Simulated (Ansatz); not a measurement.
**HB–PH2, quartet: the ladder up to UCCSDT(Q)**

Geometry: that of the HB–PH2, doublet, kept fixed. The doublet lies 3.6 eV lower here.

```xyz
5

B     0.1000    0.1600    1.3248
P    -0.0800   -0.0335   -0.4731
H     0.0340   -0.5521    2.2719
H     0.6856   -1.1488   -0.8924
H     0.6655    1.0138   -1.0512
```

Basis cc-pVDZ; Ansatz 0.2.0. Correlated methods freeze the noble-gas cores, which leaves 11 electrons in 41 orbitals. R marks a restricted (for open shells ROHF) determinant, U an unrestricted one.

Full CI isn't at hand for all of this; UCCSDT(Q) serves as the reference, and is uncertain by about the last step of the cluster series. The frozen core follows each run's orbitals, which can shift R against U totals by a few meV.

For open shells CISD is restricted-active-space CI with the open shells as a complete middle space.

```
UHF ⟨S²⟩                          : 3.770
T1 diagnostic (RCCSD)             : 0.0239
largest doubles amplitude (RCCSD) : 0.021
T1 diagnostic (UCCSD)             : 0.0177
```

```csv
level,E − E(RHF) (eV)
UHF,-0.1578
RMP2,-4.6869
UMP2,-4.6884
RCCSD,-5.7097
UCCSD,-5.7126
RCCSD(T),-5.8602
UCCSD(T),-5.8605
```

**Question.** Estimate how far UCCSDT(Q) in cc-pVDZ lies from RCCSD(T). The table doesn't fix it; the size of (T) and the diagnostics are the guide.

**Answer.** UCCSDT(Q) in cc-pVDZ lies 40 meV below RCCSD(T), which is 27 % of the (T) step (-151 meV). The diagnostics give no warning, yet the rest is a sizeable part of (T).

The other levels:

| level | E − E(UCCSDT(Q)) (meV) | share of correlation (%) | wall time |
| --- | --- | --- | --- |
| CISD | 580 | 90.17 | 17 s |
| BCCD(T) | 40 | 99.32 | 13 s |
| RCCSDT | 8 | 99.87 | – |
| UCCSDT | 7 | 99.88 | – |
| RCCSDT(Q) | 1 | 99.98 | 2.1 min |

The correlation energy at UCCSDT(Q), counted from RHF, is -5.900 eV. That run took 1.8 min on 1 thread of Intel Xeon, shared host.

Times hold each run's SCF and search for its determinant on a shared host, so for small cases they say little of a method's own cost; they ran on 1 thread of Intel Xeon.
